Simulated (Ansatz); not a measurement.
**BSiHO (triplet): from Hartree-Fock to the top rungs, def2-QZVPP**

An exercise on one series of results from a longer session: the logs are not shown, and one member is left open.

Program: Ansatz 0.2.0, Gaussian basis. Level of theory: def2-QZVPP, core rule «outside noble gas», up to 7 orbitals frozen. These are calculated values, not measurements.

Plan: UHF; ROHF; CCSD(T) on UHF.

2 further runs of the same task are left out: 2 set aside as unsound or not needed.

## The geometry

The geometry is a PBE0/def2-TZVP stationary point (not a proven minimum).

4 atoms, charge 0, spin multiplicity 3.

Atoms are counted from 1 here; the program's logs count them from 0.

Bond lengths: O1–B2 1.283 Å, O1–Si3 1.900 Å, B2–Si3 2.089 Å, B2–H4 1.185 Å. Angles: B2–O1–Si3 79.4°, O1–B2–Si3 63.4°, O1–B2–H4 146.8°, Si3–B2–H4 149.8°, O1–Si3–B2 37.1°.

Geometry (Å):

```xyz
4
BHOSi
O     0.00000   -0.67685    0.78505
B     0.00000    0.56720    1.09911
Si    0.00000    0.11811   -0.94105
H     0.00000    1.36911    1.97128
```

The first run:

The input, in.yaml:

```yaml
crystal:
  periodic: [false, false, false]
  atoms:
    - {symbol: O, position_ang: [0.000000, -0.676845, 0.785054]}
    - {symbol: B, position_ang: [0.000000, 0.567200, 1.099112]}
    - {symbol: Si, position_ang: [0.000000, 0.118108, -0.941049]}
    - {symbol: H, position_ang: [0.000000, 1.369113, 1.971283]}
basis:
  gaussian: {orbitals: "def2-QZVPP.json"}
magnetization: {spin_polarized: true, initial_magnetization: 2}
hamiltonian: {xc: hf}
output: {orbitals: {seedname: orbitals}}
```

Run with:

```sh
> ansatz run in.yaml --threads 1 --pin off --events-out ev --progress --plain --max-ram 2393MiB
```

Steps of the session up to this table: UHF; ROHF; CCSD(T) on UHF.

One table of the session follows, with a row left open; its other results are not shown here.

```
  method  from UCCSD(T) (kcal/mol)
    ROHF                   +297.72
     UHF                         ?
    UMP2                    +24.43
   UCCSD                    +13.98
UCCSD(T)                         0
```

**Question.** Estimate the row for UHF.

The run gave: from UCCSD(T) (kcal/mol): +292.74. In the column «from UCCSD(T) (kcal/mol)» it lies between UMP2 (+24.43) and ROHF (+297.72).
